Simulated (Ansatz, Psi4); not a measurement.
# Worked example: the enthalpy of formation of C2H4OS (thioacetic acid)

The species is C2H4OS (8 atoms), meant as a singlet with charge 0. SMILES: `CC(=O)S`. The coordinates come from a PBE0-D4/def2-TZVP relaxation. This is one conformer, not always the lowest.

Total energies at M06-2X/def2-SVP (Psi4 1.11); the atoms run unrestricted:

```tsv
species	state	energy (Eh)
C2H4OS	singlet	-551.709325
C	triplet	-37.796271
O	triplet	-74.972569
S	triplet	-397.961212
H	doublet	-0.497412
```

Harmonic wavenumbers at PBE0-D4/def2-TZVP, in cm⁻¹: 50, 318, 382, 454, 534, 636, 845, 1007, 1024, 1147, 1378, 1454, 1467, 1821, 2718, 3063, 3140, 3173.

Measured heats of formation of the gaseous atoms at 298.15 K, in kJ/mol: C 716.9, O 249.2, S 277.0, H 218.0. Spin-orbit lowering of the atoms at 298 K (mean of the ground term's levels less their thermal mean, from spectra), in kJ/mol: C 0.02, O 0.40, S 1.88. Take 1 Eh = 2625.50 kJ/mol, 1 cm⁻¹ = 0.0119627 kJ/mol, RT = 2.479 kJ/mol.

Q: Work out the heat of formation of the gas at 298 K.

A: 
1. Electronic atomisation energy: 2 × (-37.796271) + (-74.972569) + (-397.961212) + 4 × (-0.497412) − (-551.709325) = 1.193354 Eh = 3133.2 kJ/mol.
2. Zero-point energy: half the sum of the wavenumbers, 12305.5 cm⁻¹ = 147.2 kJ/mol.
3. Thermal vibrational enthalpy, Σ hcν̃/(exp(hcν̃/kT) − 1): 6.1 kJ/mol. Translation, rotation and pV of a non-linear molecule: 4 RT = 9.9 kJ/mol.
4. The 8 free atoms carry 5/2 RT each: 49.6 kJ/mol.
5. Spin-orbit coupling lowers the free atoms by 2 × 0.02 + 0.40 + 1.88 = 2.3 kJ/mol.
6. Atomisation enthalpy at 298 K: 3133.2 − 2.3 − 147.2 − 6.1 − 9.9 + 49.6 = 3017.3 kJ/mol.
7. Sum of the atoms' heats of formation: 2832.0 kJ/mol. Heat of formation: 2832.0 − 3017.3 = -185.3 kJ/mol.

The tabulated value is -175.1 kJ/mol (CRC Handbook of Chemistry and Physics), so this level is off by -10.2 kJ/mol, or 0.3 % of the atomisation enthalpy that the table implies (3007.1 kJ/mol). Anharmonicity and any spin-orbit splitting of the molecule are left out.
